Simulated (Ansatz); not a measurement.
Ansatz (a quantum-chemistry and plane-wave program) input (B3LYP-D3(BJ)/def2-TZVP):

Ansatz 0.2 input:
```yaml
crystal:
  periodic: [false, false, false]
  atoms:
    - {symbol: Si, position_ang: [0.01454173, 0.01898977, 0.73878910]}
    - {symbol: O, position_ang: [-0.01090481, 0.00950276, -0.74661838]}
basis:
  gaussian:
    orbitals: def2-TZVP
hamiltonian:
  xc: b3lyp
  dispersion: d3bj
total_charge: 1
magnetization: {spin_polarized: true, initial_magnetization: 1}
relax: {f_tol: 0.002, max_steps: 150}
```

Output:

```
Functional definition: B3LYP
integrals: 0.01 GiB planned
412 factors; their error is unknown
mean field: 0.17 GiB planned
mean field evaluation 1: about -9884.7950 eV, gradient 9.0e1 eV
mean field evaluation 2: about -9668.9439 eV, gradient 1.5e2 eV
mean field evaluation 4: about -9914.0459 eV, gradient 1.4e1 eV
mean field evaluation 8: about -9914.8258 eV, gradient 8.4e-2 eV
mean field evaluation 16: about -9914.8557 eV, gradient 3.8e-5 eV
mean field -9914.85566307 eV, -364.3642250871 hartree, gradient 8.3e-6 eV, S^2 0.758035; 1 other end points of the search recorded, 0 dependent functions left out
the calculation of the forces begins
reference -9914.85582991 eV, -364.3642312185 hartree; 11, 10 occupied and 57, 58 virtual orbitals, 412 factors
relax step   1: F+E_penalty+E_count = -9914.89047546 eV  Δ(F+E_penalty+E_count) = +0.000e0 eV  max|allowed force component| = 2.055e0 eV/Å  Δτ_max = 0.0000 Å  (52 SCF iters, accepted)
these checks for a lower state are left out or cut short: starts, cluster_reference, orbital_swaps, neighbouring_geometries, increment
integrals: 0.01 GiB planned
412 factors; their error is unknown
mean field: 0.17 GiB planned
mean field evaluation 32: about -9914.8818 eV, gradient 3.9e-4 eV
mean field -9914.88175023 eV, -364.3651837728 hartree, gradient 2.3e-5 eV, S^2 0.758505; 0 other end points of the search recorded, 0 dependent functions left out
the calculation of the forces begins
reference -9914.88191744 eV, -364.3651899177 hartree; 11, 10 occupied and 57, 58 virtual orbitals, 412 factors
relax step   2: F+E_penalty+E_count = -9914.91655699 eV  Δ(F+E_penalty+E_count) = -2.608e-2 eV  max|allowed force component| = 1.071e0 eV/Å  Δτ_max = 0.0084 Å  (53 SCF iters, accepted)
these checks for a lower state are left out or cut short: starts, cluster_reference, orbital_swaps, neighbouring_geometries, increment
integrals: 0.01 GiB planned
412 factors; their error is unknown
mean field: 0.17 GiB planned
mean field -9914.89242248 eV, -364.3655759705 hartree, gradient 8.4e-6 eV, S^2 0.759059; 0 other end points of the search recorded, 0 dependent functions left out
the calculation of the forces begins
reference -9914.89259010 eV, -364.3655821308 hartree; 11, 10 occupied and 57, 58 virtual orbitals, 412 factors
relax step   3: F+E_penalty+E_count = -9914.92722256 eV  Δ(F+E_penalty+E_count) = -1.067e-2 eV  max|allowed force component| = 8.729e-2 eV/Å  Δτ_max = 0.0094 Å  (52 SCF iters, accepted)
these checks for a lower state are left out or cut short: starts, cluster_reference, orbital_swaps, neighbouring_geometries, increment
integrals: 0.01 GiB planned
412 factors; their error is unknown
mean field: 0.17 GiB planned
mean field -9914.89245832 eV, -364.3655772879 hartree, gradient 1.8e-5 eV, S^2 0.759153; 0 other end points of the search recorded, 0 dependent functions left out
the calculation of the forces begins
reference -9914.89262602 eV, -364.3655834507 hartree; 11, 10 occupied and 57, 58 virtual orbitals, 412 factors
relax step   4: F+E_penalty+E_count = -9914.92725727 eV  Δ(F+E_penalty+E_count) = -3.471e-5 eV  max|allowed force component| = 6.441e-2 eV/Å  Δτ_max = 0.0016 Å  (48 SCF iters, accepted)
these checks for a lower state are left out or cut short: starts, cluster_reference, orbital_swaps, neighbouring_geometries, increment
integrals: 0.01 GiB planned
412 factors; their error is unknown
mean field: 0.17 GiB planned
mean field evaluation 64: about -9914.8925 eV, gradient 8.3e-5 eV
mean field -9914.89250055 eV, -364.3655788397 hartree, gradient 5.3e-6 eV, S^2 0.759113; 0 other end points of the search recorded, 0 dependent functions left out
the calculation of the forces begins
reference -9914.89266822 eV, -364.3655850013 hartree; 11, 10 occupied and 57, 58 virtual orbitals, 412 factors
relax step   5: F+E_penalty+E_count = -9914.92729998 eV  Δ(F+E_penalty+E_count) = -4.271e-5 eV  max|allowed force component| = 4.004e-5 eV/Å  Δτ_max = 0.0007 Å  (43 SCF iters, accepted)
integrals: 0.01 GiB planned
412 factors; their error is unknown
mean field: 0.17 GiB planned
mean field evaluation 96: about -9914.8589 eV, gradient 2.4e0 eV
mean field -9914.89250055 eV, -364.3655788397 hartree, gradient 5.3e-6 eV, S^2 0.759113; 2 other end points of the search recorded, 0 dependent functions left out
the calculation of the forces begins
reference -9914.89266822 eV, -364.3655850013 hartree; 11, 10 occupied and 57, 58 virtual orbitals, 412 factors
Total energy: -9914.92746765 eV, -364.3668638568 hartree
Atom 0 at     0.014861     0.019109     0.757432 Å, force    -0.000001    -0.000000    -0.000040 eV/Å
Atom 1 at    -0.011224     0.009384    -0.765261 Å, force     0.000001     0.000000     0.000040 eV/Å
Dipole moment:     0.015645     0.005833     0.913272 e Å
```
